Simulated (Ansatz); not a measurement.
in.yaml

```yaml
crystal:
  periodic: [false, false, false]
  atoms:
    - {symbol: Si, position_ang: [-0.015433, -0.009008, 0.195870]}
    - {symbol: B, position_ang: [-0.016266, -0.025151, -1.853839]}
    - {symbol: H, position_ang: [0.031698, 0.034159, 1.657969]}
basis:
  gaussian: {orbitals: "6-31++G**"}
magnetization: {spin_polarized: false}
correlation: {method: ccsdt_q_b, electrons: valence}
```

```sh
$ ansatz run in.yaml --threads 1 --pin off --events-out ev --progress --plain --max-ram 2393MiB
```

The program prints:

```
730 factors; integrals over basis functions are off by at most 1.8e-7 eV
mean field evaluation 1: about -8541.7762 eV, gradient 7.2e0 eV
mean field evaluation 2: about -8541.7785 eV, gradient 7.2e0 eV
mean field evaluation 4: about -8542.2536 eV, gradient 1.1e0 eV
mean field evaluation 8: about -8542.2785 eV, gradient 4.2e-3 eV
mean field evaluation 16: about -8542.2786 eV, gradient 2.2e-1 eV
mean field evaluation 32: about -8542.2807 eV, gradient 6.9e-3 eV
mean field evaluation 64: about -8542.2950 eV, gradient 7.5e-2 eV
mean field evaluation 96: about -8542.2807 eV, gradient 5.7e-3 eV
mean field evaluation 128: about -8542.2900 eV, gradient 6.2e-1 eV
mean field evaluation 160: about -8538.4926 eV, gradient 8.4e-4 eV
...
cycle  33  -5.32627355 eV  change   -9.5e-6 eV  update   5.7e-6
cycle  34  -5.32627908 eV  change   -5.5e-6 eV  update   4.0e-6
cycle  35  -5.32627610 eV  change    3.0e-6 eV  update   3.3e-6
cycle  36  -5.32627776 eV  change   -1.7e-6 eV  update   2.8e-6
cycle  37  -5.32627709 eV  change    6.7e-7 eV  update   2.3e-6
cycle  38  -5.32627855 eV  change   -1.5e-6 eV  update   1.6e-6
cycle  39  -5.32627997 eV  change   -1.4e-6 eV  update   9.8e-7
cycle  40  -5.32628070 eV  change   -7.3e-7 eV  update   5.7e-7
cycle  41  -5.32628151 eV  change   -8.1e-7 eV  update   3.3e-7
cycle  42  -5.32628159 eV  change   -8.2e-8 eV  update   1.8e-7
perturbative correction -0.06689078 eV, -0.0024581908 hartree
WARN: these amplitudes may be one of several solutions (largest doubles amplitude 0.51, level shift 0.00 eV)
Total energy: -8547.67391884 eV, -314.1212226960 hartree
```

Ran on 1 thread of Arm Neoverse V2, shared host: 8 s wall, 0.18 GiB peak host memory.
